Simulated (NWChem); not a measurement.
# SiF4; SMILES F[Si](F)(F)F

All runs: NWChem. Medium grid unless said otherwise, to which SCAN and Minnesota functionals are sensitive. Structure relaxed at the PBE0/def2-SVP level. Hybrids' shares of exact exchange are those that their runs print; pure functionals count as 0. The functionals differ in more than this share.

```
row                                   share of exact exchange  highest occupied level (eV)
------------------------------------  -----------------------  ---------------------------
PBE/def2-SVP                                             0.00                       -10.20
LDA (Slater exchange, VWN5)/def2-SVP                     0.00                       -10.44
B3LYP/def2-SVP                                           0.20                       -12.11
r2SCAN0/def2-SVP                                         0.25                       -13.04
M06/def2-SVP                                             0.27                       -12.79
M06-2X/def2-SVP                                          0.54                     withheld
```

Task: Fit a straight line of the last column on the one before it, predict the withheld value, and compare with the run.

Result: 
1. Means of the 5 shown rows: x = 0.144, y = -11.716. Slope Σ(x − x̄)(y − ȳ)/Σ(x − x̄)² = -0.6998/0.07172 = -9.757; intercept -10.311.
2. The shown rows scatter about the line by 0.179 (root mean square); the largest residual is -0.29, at r2SCAN0/def2-SVP.
3. At x = 0.54 (M06-2X/def2-SVP; beyond the shown range) the line gives -15.58.
4. The run gives -14.69, +0.89 from the line, 5.0 times the scatter.
